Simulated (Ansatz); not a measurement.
One starting cell of HfN (a generated cell, HfN built in the AFLOW prototype AB_oP8_62_c_c (B16, as in GeS)) was relaxed twice with Ansatz (plane waves, PAW, scalar-relativistic): with r2SCAN at 500 eV and with PBE at 420 eV. The r2SCAN result:

```
HfN
1.0
    0.00000     2.26272     2.26272
    2.26272     0.00000     2.26272
    2.26272     2.26272     0.00000
Hf N
1 1
Direct
  0.50000   0.50000   0.50000
  0.00000   0.00000   0.00000
```

```tsv
quantity	r2SCAN	PBE
space group	Fm-3m	Fm-3m
volume (Å³/atom)	11.58	…
a (Å)	4.525	…
gap (eV, no spin-orbit coupling)	0.00	…
```

Problem. Fill in the PBE column.

Solution. 
- volume (Å³/atom), PBE: 11.76
- a (Å), PBE: 4.548
- gap (eV, no spin-orbit coupling), PBE: 0.00

Both levels end in the same structure; PBE's volume is 1.5 % larger. Neither column is exact.

No spin polarisation in the result. The relaxed primitive cell holds an odd number of electrons. A magnetic state may lie lower.

Measured for HfN: a 4.519 Å (0 K or low temperature; as listed in Guo-Xu Zhang et al., New Journal of Physics (2018)). Computed minus measured — a: r2SCAN +0.1 %, PBE +0.6 %. The computed values are for a static lattice.

The run could not lose the symmetry of its start; a randomly shaken copy of 4 atoms returns to this structure.

Ansatz is a program for electronic structure.
